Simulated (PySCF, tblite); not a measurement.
How well does each level of theory give the band gap of rock-salt LiCl?

Reference value: 9.4 eV (measured, low temperature, zero-point motion not removed; as tabulated in Chen et al. (2018), doi:10.1103/physrevmaterials.2.073803).

```tsv
level (code)	value (eV)	cell (Å³/atom)	difference (eV)
IPEA1-xTB (tblite)	9.09	13.18	-0.31
PBE (PySCF)	6.27 ± 0.03	16.97	-3.13
PBE0 (PySCF)	8.45 ± 0.02	16.97	-0.95
Hartree–Fock (PySCF)	15.27 ± 0.08	16.97	+5.87
evGW@PBE (PySCF)	9.94 ± 0.1	16.97	+0.54
G0W0@Hartree–Fock (PySCF)	11.00 ± 0.1	16.97	+1.60
G0W0@PBE (PySCF)	8.91 ± 0.10	16.97	-0.49
G0W0@PBE0 (PySCF)	9.64 ± 0.1	16.97	+0.24
QSGW@PBE (PySCF)	10.13 ± 0.2	16.97	+0.73
```

Leaving aside IPEA1-xTB (doubt noted below): Once the reference is moved by up to 0.66 eV (a margin picked here for doubts on the reference and the settings, and for temperature and zero-point motion) and values within 0.03 eV count as equal, the nearest can be G0W0@PBE0 (+0.24 eV), G0W0@PBE (-0.49 eV), evGW@PBE (+0.54 eV) or QSGW@PBE (+0.73 eV). Farthest off among them: Hartree–Fock (+5.87 eV).

Semilocal Kohn–Sham gaps run low as a rule, and all computed gaps are for a static lattice, while measured ones hold electron–phonon shifts unless said otherwise.  A ± on a computed value is a rough bar: the spread of its extrapolation, a floor set from checks against published values, or a statistical error. IPEA1-xTB: the gap is read on the k mesh or supercell of the run alone and can be too large. IPEA1-xTB: the cell moved over 20 % in volume from its start. IPEA1-xTB: this parameter set was refitted to ionisation energies, not structures. Values are at the measured cell; IPEA1-xTB at the level's own equilibrium cell.

Differences are worked out from the printed values.
